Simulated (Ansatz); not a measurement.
**CH3N2 radical (SMILES [NH]C=N): functionals against CCSD(T) at one geometry**

One table from this session's results is given with a row withheld; the runs are named, their logs left out.

Program: Ansatz 0.2.0, Gaussian basis. Level of theory: single points in def2-TZVPP. These are calculated values, not measurements.

Correlated methods freeze the cores. Orbitals are unrestricted.

### The starting structure

6 atoms, charge 0, spin multiplicity 2.

Atoms are counted from 1 here; the program's logs count them from 0.

Bond lengths: N1–C2 1.264 Å, N1–H4 0.977 Å, C2–N3 1.315 Å, C2–H5 1.012 Å, N3–H6 0.978 Å. Angles: C2–N1–H4 123.8°, N1–C2–N3 131.6°, N1–C2–H5 114.5°, N3–C2–H5 113.8°, C2–N3–H6 116.4°.

Coordinates:

```xyz
6
CH3N2
N    -0.7615   -0.1372   -1.0464
C     0.1491    0.0965   -0.2021
N     0.1230    0.1755    1.1103
H    -1.6372   -0.5040   -0.8149
H     1.0725    0.2106   -0.6003
H     0.9889    0.1601    1.5646
```

The first run:

File run/in.yaml:

```yaml
crystal:
  periodic: [false, false, false]
  atoms:
    - {symbol: N, position_ang: [-0.761500, -0.137200, -1.046400]}
    - {symbol: C, position_ang: [0.149100, 0.096500, -0.202100]}
    - {symbol: N, position_ang: [0.123000, 0.175500, 1.110300]}
    - {symbol: H, position_ang: [-1.637200, -0.504000, -0.814900]}
    - {symbol: H, position_ang: [1.072500, 0.210600, -0.600300]}
    - {symbol: H, position_ang: [0.988900, 0.160100, 1.564600]}
basis:
  gaussian: {orbitals: def2-TZVPP}
magnetization: {spin_polarized: true, initial_magnetization: 1}
correlation: {method: ccsd_t}
scf: {omitted_lower_state_checks: [cluster_reference]}
output: {forces: true}
```

No record of the launch command was kept for these runs.

Among the steps run: CCSD(T)/def2-TZVPP; PBE0-D4/def2-TZVPP; wB97M-V/def2-TZVPP; r2SCAN-D4/def2-TZVPP; PBE-D4/def2-TZVPP; BLYP-D4/def2-TZVPP; r2SCANh-D4/def2-TZVPP.

One of the session's tables, all rows but one given; the rest of the session is left out.

```
    method  RMS force component (eV/Å)  angle to CCSD(T) forces (°)  dipole (D)
   CCSD(T)                       1.683                    reference        1.39
   PBE0-D4                       1.604                         10.0        1.41
   wB97M-V                       1.580                          7.2        1.42
 r2SCAN-D4                       1.633                          8.5        1.41
    PBE-D4                           ?                            ?           ?
   BLYP-D4                       1.740                          8.9        1.40
r2SCANh-D4                       1.589                          8.1        1.41
```

**Question.** Estimate the row for PBE-D4.

The run gave: RMS force component (eV/Å): 1.763; angle to CCSD(T) forces (°): 12.2; dipole (D): 1.41. In the column «RMS force component (eV/Å)» it is the highest.

To keep in mind: The unrestricted reference is spin-contaminated, which hurts MP2 most.
